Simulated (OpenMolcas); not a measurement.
# BHLYP/def2-SVP run of C2H3N (acetonitrile)

What is the vertical ionisation energy of C2H3N (acetonitrile) at BHLYP/def2-SVP? 

The results are computed with OpenMolcas 26.06.

### 1 Starting point

C2H3N has 6 atoms, charge 0, and is taken as a singlet. SMILES: `CC#N`. The coordinates come from a GFN2-xTB relaxation.

Bond lengths: C1–C2 1.437 Å, C2–N3 1.143 Å, C1–H4 1.089 Å, C1–H5 1.089 Å, C1–H6 1.089 Å. Angles: C1–C2–N3 179.6°, C2–C1–H4 109.5°, C2–C1–H5 109.5°, C2–C1–H6 109.6°, H4–C1–H5 109.5°, H4–C1–H6 109.4°, H5–C1–H6 109.4°.

### 2 The energy at BHLYP/def2-SVP

job.input reads:

```
* C2H3N Kohn-Sham DFT

&GATEWAY
 BASLIB=$CurrDir
 COORD
 6
 angstrom
 C       -0.280950       0.335700      -0.213930
 C        0.548410      -0.651310       0.419770
 N        1.205860      -1.442250       0.917910
 H        0.124580       0.574640      -1.196260
 H       -1.292060      -0.054560      -0.323570
 H       -0.305840       1.237770       0.396080
 BASIS=def2-SVP
 GROUP=NoSym

&SEWARD

&SCF
 KSDFT=HYB_GGA_XC_BHANDHLYP
 PRORBITALS=0
```

The basis set def2-SVP is read from a file made from the Basis Set Exchange's data (not shown).

Command:

```
$ export MOLCAS_MEM=1860
$ pymolcas job.input > job.log
```

Log (excerpt; [...] marks lines left out):

```text
--- Start Module: gateway ---
[...]
--- Stop Module: gateway /rc=_RC_ALL_IS_WELL_ ---
--- Start Module: seward ---
[...]
      Basis functions           57
--- Stop Module: seward /rc=_RC_ALL_IS_WELL_ ---
--- Start Module: scf ---
[...]
       Convergence after  11 Iterations
[...]
::    Total KS-DFT energy                            -132.5697521716
[...]
      Total spin, S                                     0.0000000000
[...]
      Total electronic charge=   22.000000
      Total            charge=   -0.000000
[...]
      Dipole Moment (debye):
      Origin of the operator (angstrom)=    0.4536   -0.5414    0.3459
                   X= -2.2169E+00               Y=  2.6520E+00               Z= -1.6873E+00           Total=  3.8464E+00
      Quadrupole Moment (debye*angstrom):
[...]
--- Stop Module: scf /rc=_RC_ALL_IS_WELL_ ---
[...]
```

Wall time 4.2 s (1 thread of Arm Neoverse V2, shared host); peak memory 0.39 GiB.

### 3 The doublet cation at the same level

job.inp reads:

```
* C2H3N Kohn-Sham DFT
&gateway
baslib = $CurrDir
coord
6
angstrom
C       -0.280950       0.335700      -0.213930
C        0.548410      -0.651310       0.419770
N        1.205860      -1.442250       0.917910
H        0.124580       0.574640      -1.196260
H       -1.292060      -0.054560      -0.323570
H       -0.305840       1.237770       0.396080
basis = def2-SVP
group = NoSym
&seward
&scf
uhf
charge = 1
spin = 2
ksdft = HYB_GGA_XC_BHANDHLYP
prorbitals = 0
```

The basis set def2-SVP is read from a file made from the Basis Set Exchange's data (not shown).

Command:

```
$ export MOLCAS_MEM=1860
$ pymolcas job.inp > job.log
```

Log (excerpt; [...] marks lines left out):

```text
--- Start Module: gateway ---
[...]
--- Stop Module: gateway /rc=_RC_ALL_IS_WELL_ ---
--- Start Module: seward ---
[...]
      Basis functions           57
--- Stop Module: seward /rc=_RC_ALL_IS_WELL_ ---
--- Start Module: scf ---
[...]
       Convergence after  21 Iterations
[...]
::    Total KS-DFT energy                            -132.1228065617
[...]
      Total spin, S                                     0.5018984444
[...]
      Total electronic charge=   21.000000
      Total            charge=    1.000000
[...]
      Dipole Moment (debye):
      Origin of the operator (angstrom)=    0.4536   -0.5414    0.3459
                   X= -1.8290E+00               Y=  2.2960E+00               Z= -1.3124E+00           Total=  3.2155E+00
      Center of Charge (angstrom)
[...]
--- Stop Module: scf /rc=_RC_ALL_IS_WELL_ ---
[...]
```

It took 8.1 s on 1 thread of Arm Neoverse V2, shared host; peak memory 0.39 GiB.

### 4 Summary of results

At BHLYP/def2-SVP:

```
                                          quantity          value
                       singlet C2H3N: total energy  -132.56975 Eh
                      singlet C2H3N: dipole moment         3.85 D
                        singlet C2H3N: HOMO energy      -10.65 eV
                        singlet C2H3N: LUMO energy        2.25 eV
                      singlet C2H3N: HOMO–LUMO gap       12.90 eV
                      doublet cation: total energy  -132.12281 Eh
doublet cation: HOMO energy (highest over α and β)      -19.41 eV
 doublet cation: LUMO energy (lowest over α and β)      -13.72 eV
                              doublet cation: ⟨S²⟩          0.754
vertical ionisation energy (to the doublet cation)      12.162 eV
```

In words: Removing an electron at fixed nuclei costs 12.16 eV (1173 kJ/mol). −ε(HOMO) before ionisation, 10.65 eV, is 1.52 eV below this ionisation energy.
